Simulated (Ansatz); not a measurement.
Input:

```yaml
crystal:
  periodic: [false, false, false]
  atoms:
    - { symbol: B, position_ang: [-0.3439, -0.590864, 0.975729] }
    - { symbol: B, position_ang: [1.053251, -0.19273, 0.522446] }
    - { symbol: C, position_ang: [-0.138136, 0.152588, -0.29175] }
    - { symbol: H, position_ang: [-0.571214, 0.631016, -1.206425] }
total_charge: 1
basis:
  gaussian: { orbitals: STO-3G }
hamiltonian:
  xc: pbe
  dispersion: d4
md:
  timestep: 2.5
  n_steps: 40
  ensemble: nvt_nose_hoover
  temperature: 500.0
  initial_velocities: maxwell_boltzmann
  seed: 270852
  nose_hoover: { tau: 300.0, chain_length: 3 }
scf:
  lower_state_search: "off"
```

Command:

```bash
$ ansatz run input.yaml --threads 1 --pin off --max-ram 2048MiB --backend cpu --events-out ev --progress --plain --runs-dir out
```

Hardware: 1 thread of Arm Neoverse V1, on a shared host.

Task: Roughly how long does this run take, and how much memory?

Result: 12 s, with a peak of 0.069 GiB, for 41 ionic steps.
